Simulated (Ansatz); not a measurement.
## Relaxing Tl₃Cr

All numbers below come from Ansatz, DFT PBE, scalar-relativistic, plane waves, PAW. Cutoff 420 eV, Γ-centred k mesh, Gaussian smearing, collinear spin, first started from parallel moments.

Tl₃Cr was placed on the Cu3Au (L1_2) structure type (Pm-3m, No. 221), with Cr in place of Au, Tl in place of Cu, at a guessed volume.

```
CELL_PARAMETERS angstrom
4.59073 0.00000 0.00000
0.00000 4.59073 0.00000
0.00000 0.00000 4.59073
ATOMIC_POSITIONS crystal
Cr 0.00000 0.00000 0.00000
Tl 0.00000 0.50000 0.50000
Tl 0.50000 0.00000 0.50000
Tl 0.50000 0.50000 0.00000
```

Cell and atoms relax at zero pressure; the relaxation can't lower the symmetry of the start.

Energies over the elements count from the elements' standard structures at the same level, with no empirical corrections.

(1) Describe the relaxed structure.

(2) What are its volume, energy, gap and moment?

## Answers

(1) It keeps Pm-3m (No. 221). The result has the Cu3Au (L1_2) structure. Conventional cell: a = 4.732 Å. Around Cr lie 12 Tl at 3.35 Å; around Tl lie 4 Cr at 3.35 Å and 8 Tl at 3.35 Å.

```
Cr Tl
1.0
     4.73152    0.00000    0.00000
     0.00000    4.73152    0.00000
     0.00000    0.00000    4.73152
Cr Tl
1 3
Direct
  0.00000 0.00000 0.00000
  0.00000 0.50000 0.50000
  0.50000 0.00000 0.50000
  0.50000 0.50000 0.00000
```

(2) The volume per atom is 26.48 Å³ and the density is 10.43 g/cm³. The energy over the elements is 0.47 eV/atom and the gap on the 10×10×10 mesh is 0 eV (a metal). The net moment per atom is 1.09 μB and the largest site moment is 4.27 μB.

The final run used a 10×10×10 mesh on its 4-atom cell and 0.10 eV smearing. For metals, differences of a few meV/atom aren't resolved. Spin–orbit coupling is left out. Symmetry constrained the relaxation, so the result can be a saddle point.

Cost: 3 runs of about 2.9 core-minutes in all, on Arm Neoverse V1 (shared hosts).